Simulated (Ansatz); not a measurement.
Black phosphorus, treated with r²SCAN-D4 (Ansatz, a quantum-chemistry and plane-wave program, PAW).

Numerical settings: plane-wave cutoff 560 eV, 10×10×8 k mesh (along the axes of the cell as run), Fermi–Dirac smearing 0.01 eV, scalar-relativistic PAW data made under PBE.

Computed at the level's own relaxed cell.

```
P
1.0
    1.64847    -5.34454     0.00000
    1.64847     5.34454     0.00000
    0.00000     0.00000     4.47011
P
4
Direct
  0.09883   0.90117   0.91444
  0.40117   0.59883   0.41444
  0.59883   0.40117   0.58556
  0.90117   0.09883   0.08556
```

Q: List the 12 lowest band energies at Γ above −25 eV (eV, relative to the valence band maximum), grouping those that round alike.

A: At Γ: -16.80, -13.80, -10.30, -7.36, -5.26, -5.10, -4.45, -3.11, -2.89, -1.52, 0.55, 1.13.
